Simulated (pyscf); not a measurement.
PySCF, gas phase, ωB97X-D3(BJ)/def2-SVP geometries.

Q: For `[SiH3][SiH2][Si]([SiH3])([SiH3])[SiH]([SiH3])[SiH3]` → `[SiH3][Si]([SiH3])=[Si]([SiH3])[SiH3]` + `[SiH3][SiH3]`, an elimination (singlet surface; Si–Si, H–Si broken, H–Si formed), PBE/def2-TZVP gives ΔE‡ = 50.8 kcal/mol and ΔE = +38.2 kcal/mol (zero: the reactant's lowest minimum found). In which direction and how far do B3LYP-D3(BJ)/def2-TZVP, PBE0-D3(BJ)/def2-TZVP, ωB97M-D3(BJ)/def2-TZVP move these?

A: B3LYP-D3(BJ): ΔE‡ = 56.6 kcal/mol, ΔE = +44.0 kcal/mol; PBE0-D3(BJ): ΔE‡ = 54.3 kcal/mol, ΔE = +48.2 kcal/mol; ωB97M-D3(BJ): ΔE‡ = 55.8 kcal/mol, ΔE = +45.0 kcal/mol. PBE's barrier lies under all of them, by 3.5 to 5.7 kcal/mol. Its reaction energy lies under all of them, by 5.8 to 10.0 kcal/mol. On the product side the descent ends in a complex (not fully relaxed), 7.7 kcal/mol under the separated species and 16.0 kcal/mol under the saddle at ωB97X-D3(BJ)/def2-TZVP. At the saddle there is also a short Si–Si contact that neither side keeps. At ωB97X-D3(BJ)/def2-TZVP the barrier from the zero used here is 57.9 kcal/mol. H₃Si–Si(SiH₃)=Si(SiH₃)–SiH₃ lies 24.1 kcal/mol over its isomer cyclic H₁₂Si₆ (SMILES [SiH3][SiH2][SiH]1[SiH2][SiH2][SiH2]1) (electronic energy, ωB97M-D3(BJ)/def2-TZVP). This is the saddle that the search found; another between the same sides may lie lower.
